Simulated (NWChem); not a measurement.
System: ethylene (C₂H₄); SMILES C=C

Here is an NWChem input.

```
start job
memory heap 200 mb stack 900 mb global 1100 mb
geometry units angstroms
  C      0.000000     0.665229     0.000000
  C      0.000000    -0.665229     0.000000
  H      0.931002     1.240614     0.000000
  H     -0.931002     1.240614     0.000000
  H     -0.931002    -1.240614     0.000000
  H      0.931002    -1.240614     0.000000
end
basis spherical
  * library def2-svp
end
dft
  xc slater vwn_5
  iterations 150
end
driver
  maxiter 120
end
task dft optimize
task dft freq
```

Excerpt of the output:

```
             Northwest Computational Chemistry Package (NWChem) 7.3.0
             --------------------------------------------------------

 D2H symmetry detected

                             Geometry "geometry" -> ""
                             -------------------------

 Output coordinates in angstroms (scale by  1.889725989 to convert to a.u.)

  No.       Tag          Charge          X              Y              Z
 ---- ---------------- ---------- -------------- -------------- --------------
    1 C                    6.0000     0.00000000     0.66522900     0.00000000
    2 C                    6.0000     0.00000000    -0.66522900     0.00000000
    3 H                    1.0000     0.93100200     1.24061400     0.00000000
    4 H                    1.0000    -0.93100200     1.24061400     0.00000000
    5 H                    1.0000    -0.93100200    -1.24061400     0.00000000
    6 H                    1.0000     0.93100200    -1.24061400     0.00000000

 Effective nuclear repulsion energy (a.u.)      33.2465659495

      Symmetry information
      --------------------

 Group name             D2h
 Group number             26
 Group order               8
 No. of unique centers     2

                                Z-matrix (autoz)
                                --------

 Units are Angstrom for bonds and degrees for angles

      Type          Name      I     J     K     L     M      Value
      ----------- --------  ----- ----- ----- ----- ----- ----------
    1 Stretch                  1     2                       1.33046
    2 Stretch                  1     3                       1.09446
    3 Stretch                  1     4                       1.09446
    4 Stretch                  2     5                       1.09446
    5 Stretch                  2     6                       1.09446
    6 Bend                     1     2     5               121.71721
    7 Bend                     1     2     6               121.71721
    8 Bend                     2     1     3               121.71721
    9 Bend                     2     1     4               121.71721
   10 Bend                     3     1     4               116.56557
   11 Bend                     5     2     6               116.56557
   12 Torsion                  3     1     2     5         180.00000
   13 Torsion                  3     1     2     6           0.00000
   14 Torsion                  4     1     2     5          -0.00000
   15 Torsion                  4     1     2     6         180.00000

                           NWChem Geometry Optimization
                           ----------------------------

 maximum gradient threshold         (gmax) =   0.000450
 rms gradient threshold             (grms) =   0.000300
 maximum cartesian step threshold   (xmax) =   0.001800
 rms cartesian step threshold       (xrms) =   0.001200
 fixed trust radius                (trust) =   0.300000
 source of zmatrix                         =   autoz

          -------------------
          Energy Minimization
          -------------------

 Using diagonal initial Hessian
 Scaling for Hessian diagonals: bonds = 1.00  angles = 0.25  torsions = 0.10

          --------
          Step   0

                                 NWChem DFT Module
                                 -----------------

 Summary of "ao basis" -> "ao basis" (spherical)
 ------------------------------------------------------------------------------
       Tag                 Description            Shells   Functions and Types
 ---------------- ------------------------------  ------  ---------------------
 C                          def2-svp                 6       14   3s2p1d
 H                          def2-svp                 3        5   2s1p

      Symmetry analysis of basis
      --------------------------

        ag         11
        au          2
        b1g         7
        b1u         4
        b2g         2
        b2u        11
        b3g         4
        b3u         7

[...]

      ----------------------
      Optimization converged
      ----------------------

  Step       Energy      Delta E   Gmax     Grms     Xrms     Xmax
  ---- ---------------- -------- -------- -------- -------- --------
@    2     -77.76508101 -5.3D-07  0.00011  0.00003  0.00053  0.00097
                                     ok       ok       ok       ok

                                Z-matrix (autoz)
                                --------

 Units are Angstrom for bonds and degrees for angles

      Type          Name      I     J     K     L     M      Value     Gradient
      ----------- --------  ----- ----- ----- ----- ----- ---------- ----------
    1 Stretch                  1     2                       1.33236   -0.00011
    2 Stretch                  1     3                       1.10463    0.00001
    3 Stretch                  1     4                       1.10463    0.00001
    4 Stretch                  2     5                       1.10463    0.00001
    5 Stretch                  2     6                       1.10463    0.00001
    6 Bend                     1     2     5               121.66849   -0.00000
    7 Bend                     1     2     6               121.66849   -0.00000
    8 Bend                     2     1     3               121.66849   -0.00000
    9 Bend                     2     1     4               121.66849   -0.00000
   10 Bend                     3     1     4               116.66301    0.00001
   11 Bend                     5     2     6               116.66301    0.00001
   12 Torsion                  3     1     2     5         180.00000    0.00000
   13 Torsion                  3     1     2     6           0.00000    0.00000
   14 Torsion                  4     1     2     5          -0.00000    0.00000
   15 Torsion                  4     1     2     6         180.00000    0.00000

                         Geometry "geometry" -> "geometry"
                         ---------------------------------

 Output coordinates in angstroms (scale by  1.889725989 to convert to a.u.)

  No.       Tag          Charge          X              Y              Z
 ---- ---------------- ---------- -------------- -------------- --------------
    1 C                    6.0000     0.00000000     0.66617892     0.00000000
    2 C                    6.0000     0.00000000    -0.66617892     0.00000000
    3 H                    1.0000     0.94014691     1.24611158     0.00000000
    4 H                    1.0000    -0.94014691     1.24611158     0.00000000
    5 H                    1.0000    -0.94014691    -1.24611158     0.00000000
    6 H                    1.0000     0.94014691    -1.24611158     0.00000000

 Effective nuclear repulsion energy (a.u.)      33.0821592854

      Symmetry information
      --------------------

 Group name             D2h
 Group number             26
 Group order               8
 No. of unique centers     2

[...]

 Rotational Constants
 --------------------
 A=   4.731115 cm-1  (  6.806867 K)
 B=   0.996862 cm-1  (  1.434229 K)
 C=   0.823374 cm-1  (  1.184625 K)

 Temperature                      =   298.15K
 frequency scaling parameter      =   1.0000

 Zero-Point correction to Energy  =   30.851 kcal/mol  (  0.049164 au)
 Thermal correction to Energy     =   32.789 kcal/mol  (  0.052253 au)
 Thermal correction to Enthalpy   =   33.381 kcal/mol  (  0.053197 au)

 Total Entropy                    =   52.482 cal/mol-K
   - Translational                =   35.911 cal/mol-K (mol. weight =  28.0313)
   - Rotational                   =   15.907 cal/mol-K (symmetry #  =        4)
   - Vibrational                  =    0.664 cal/mol-K

 Cv (constant volume heat capacity) =    8.471 cal/mol-K
   - Translational                  =    2.979 cal/mol-K
   - Rotational                     =    2.979 cal/mol-K
   - Vibrational                    =    2.512 cal/mol-K

[normal modes left out]

 ----------------------------------------------------------------------------
 Normal Eigenvalue ||           Projected Infra Red Intensities
  Mode   [cm**-1]  || [atomic units] [(debye/angs)**2] [(KM/mol)] [arbitrary]
 ------ ---------- || -------------- ----------------- ---------- -----------
    1       -0.000 ||    0.000000           0.000         0.000       0.000
    2       -0.000 ||    0.000000           0.000         0.000       0.000
    3       -0.000 ||    0.000000           0.000         0.000       0.000
    4        0.000 ||    0.000000           0.000         0.000       0.000
    5        0.000 ||    0.000000           0.000         0.000       0.000
    6        0.000 ||    0.000000           0.000         0.000       0.000
    7      784.371 ||    0.002199           0.051         2.144       3.178
    8      916.648 ||    0.097140           2.241        94.697     140.406
    9      926.765 ||    0.000000           0.000         0.000       0.000
   10     1024.875 ||    0.000000           0.000         0.000       0.000
   11     1156.648 ||    0.000000           0.000         0.000       0.000
   12     1303.038 ||    0.000000           0.000         0.000       0.000
   13     1363.414 ||    0.010911           0.252        10.636      15.770
   14     1669.143 ||    0.000000           0.000         0.000       0.000
   15     3054.811 ||    0.007283           0.168         7.100      10.527
   16     3072.105 ||    0.000000           0.000         0.000       0.000
   17     3148.546 ||    0.000000           0.000         0.000       0.000
   18     3170.369 ||    0.007000           0.162         6.824      10.118
 ----------------------------------------------------------------------------
```

Level: LDA (Slater exchange, VWN5)/def2-SVP.
